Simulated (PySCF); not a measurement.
## 2,3-dihydro-5-methylfuran (C1=C(C)OCC1, C₅H₈O)

Molfile (atoms numbered from 1):
```
C5H8O
     RDKit          3D

 14 14  0  0  0  0  0  0  0  0999 V2000
    2.1325   -0.0750    0.0373 C   0  0  0  0  0  0  0  0  0  0  0  0
    0.6545   -0.0133   -0.0585 C   0  0  0  0  0  0  0  0  0  0  0  0
   -0.1479    0.7460   -0.8164 C   0  0  0  0  0  0  0  0  0  0  0  0
   -1.5790    0.3918   -0.5250 C   0  0  0  0  0  0  0  0  0  0  0  0
   -1.4091   -0.6900    0.5620 C   0  0  0  0  0  0  0  0  0  0  0  0
   -0.0052   -0.8769    0.7573 O   0  0  0  0  0  0  0  0  0  0  0  0
    2.5991    0.6631   -0.6266 H   0  0  0  0  0  0  0  0  0  0  0  0
    2.4566    0.1151    1.0726 H   0  0  0  0  0  0  0  0  0  0  0  0
    2.4918   -1.0803   -0.2339 H   0  0  0  0  0  0  0  0  0  0  0  0
    0.1846    1.4937   -1.5337 H   0  0  0  0  0  0  0  0  0  0  0  0
   -2.1081    0.0063   -1.4139 H   0  0  0  0  0  0  0  0  0  0  0  0
   -2.1659    1.2526   -0.1612 H   0  0  0  0  0  0  0  0  0  0  0  0
   -1.8463   -1.6585    0.2727 H   0  0  0  0  0  0  0  0  0  0  0  0
   -1.8520   -0.3935    1.5263 H   0  0  0  0  0  0  0  0  0  0  0  0
  1  2  1  0
  2  3  2  0
  3  4  1  0
  4  5  1  0
  5  6  1  0
  6  2  1  0
  1  7  1  0
  1  8  1  0
  1  9  1  0
  3 10  1  0
  4 11  1  0
  4 12  1  0
  5 13  1  0
  5 14  1  0
M  END
```

Method: quadratic response CAM-B3LYP/def2-TZVPD first hyperpolarisability, Taylor convention, gas phase in PySCF. Geometry: PBE0-D3(BJ)/def2-SVP.

Q: Give β for the processes computed.

A: In au, Taylor convention; the vector part is βᵢ = ⅓ Σⱼ (βᵢⱼⱼ + βⱼᵢⱼ + βⱼⱼᵢ); β∥ is 3/5 of the vector part along the dipole, the dipole points from − to +:
| process | λ (nm) | β vector norm | β∥ | β HRS | depolarisation ratio |
| --- | --- | --- | --- | --- | --- |
| static β(0;0,0) | ∞ | 70.3 | -36.1 | 35.7 | 3.09 |
| second harmonic β(−2ω;ω,ω) | 1907 | 73.1 | -37.1 | 37.2 | 3.07 |
| Pockels β(−ω;ω,0) | 1907 | 71.2 | -36.4 | – | – |
| second harmonic β(−2ω;ω,ω) | 1064 | 80.2 | -39.6 | 41.1 | 3.04 |
| Pockels β(−ω;ω,0) | 1064 | 73.3 | -37.2 | – | – |

Q: Which lowest excitations, dipole and polarisabilities go with it?

A: S1 5.28 eV (f = 0.006); S2 6.02 eV (f = 0.000); S3 6.20 eV (f = 0.001); dipole 0.78 D; isotropic α 63.5 au static, 63.7 au at 1907 nm, 64.1 au at 1064 nm, 64.2 au at 953.5 nm, 65.9 au at 532 nm.
